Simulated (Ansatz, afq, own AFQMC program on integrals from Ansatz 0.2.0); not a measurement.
## AlGeH3, singlet: AFQMC among the cluster methods

```yaml
atoms:
  - { symbol: Ge, position_ang: [0.0037, 0.0000, 0.6668] }
  - { symbol: Al, position_ang: [-0.0890, 0.0000, -1.6477] }
  - { symbol: H, position_ang: [0.8350, 1.0566, -0.4001] }
  - { symbol: H, position_ang: [0.8350, -1.0566, -0.4001] }
  - { symbol: H, position_ang: [0.4473, 0.0000, -3.1465] }
```

Connectivity, by distances: Ge–AlH, 2 bridging H.

Basis cc-pVDZ. Only valence electrons are correlated. Integrals, coupled cluster, full CI and functionals: Ansatz 0.2.0; the random walks run on the same integrals in our own AFQMC program. The CISD trial takes its coefficients from CCSD amplitudes. Released means that phaseless walkers are propagated on without the constraint, phases kept. Uncertainties: one standard error, sampling alone. No spin–orbit coupling.

Determinant: RHF, the one that the program's search chose, which needn't be the lowest solution. The geometry is a PBE0/def2-TZVP stationary point of this or a neighbouring charge and spin state.

No full CI on the walks' own integrals is used here; CCSDT(Q) serves as the reference and is uncertain by about the last step of the cluster series.

Cautions: no relativity below Rb; no spin-orbit coupling; inner d shell frozen.

The T1 diagnostic is 0.0175 and the weight of the determinant in the CISD state is 0.859. The size of the correlated space is 10 electrons in 41 orbitals.

```
  level  correlation energy (eV)
    MP2                  -4.4433
   CCSD                  -5.4026
CCSD(T)                  -5.6075
```

(1) Estimate where phaseless AFQMC with the Hartree–Fock trial lies against CCSD(T) on the same integrals.

(1) 2.85 ± 1.52 kcal/mol below CCSD(T). The gap is under twice the noise, so this walk alone can't tell the two apart.

Reference: CCSDT(Q), correlation energy -5.655 eV. The released energy is read at 2.40 1/Eh (meV from the phaseless value at times in 1/Eh: -11 ± 16 at 0.24, -24 ± 15 at 0.51, -36 ± 13 at 0.99, -50 ± 11 at 1.62, -51 ± 12 at 2.40).

```csv
level,E − E(reference) (kcal/mol),share of correlation (%)
CCSD(T),1.09,99.17
CCSDT,0.31,99.76
ph-AFQMC/HF,-1.76 ± 1.52,101.35
ph-AFQMC/CISD,0.87 ± 0.31,99.34
released AFQMC,-0.30 ± 0.27,100.23
```

A walk keeps the symmetry of its determinant, which the program's search chose and which needn't be the lowest solution, so a lower state of the same spin and another symmetry isn't excluded. Released energies are given only where the last usable release times agree within the noise; a slower fall can still hide under it.
